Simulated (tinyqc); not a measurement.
The basis set: RHF and MP2 along a ladder of basis sets, for LiH, spin multiplicity 1. Computed by the program tinyqc with PySCF. Same geometry throughout; the dipole is taken about the origin.

Geometry (angstrom):
```
atom       x       y       z
Li    0.0000  0.0000  0.0000
H     0.0000  0.0000  1.4490
```

RHF and frozen-core MP2 in a ladder of bases:
```
basis    functions  E(RHF) (hartree)  E(MP2 corr) (hartree)  HOMO (eV)  LUMO (eV)  dipole (debye)
sto-3g           6         -7.862540              -0.011683    -8.0970     2.1575          4.8286
3-21g           11         -7.924410              -0.012193    -8.3405     0.1687          5.5934
6-31g           11         -7.974266              -0.012079    -8.3942     0.3389          5.6414
6-31g**         19         -7.976453              -0.020598    -8.3804     0.3377          5.6111
cc-pvdz         19         -7.979525              -0.022658    -8.3907     0.1114          5.6558
cc-pvtz         44         -7.982959              -0.027475    -8.4085     0.0686          5.6573
```

What does the comparison show, and why?

From cc-pVDZ to cc-pVTZ the RHF energy falls by 3.4 mhartree and the correlation energy by 4.8. If valence correlation converges as X^-3, (27 E(T) - 8 E(D))/19 gives -0.0295 hartree, a rough estimate from such small X that usually falls short; STO-3G holds about 40 % of it. Beyond STO-3G the LUMO moves by 0.3 eV and the HOMO by 0.1 eV.
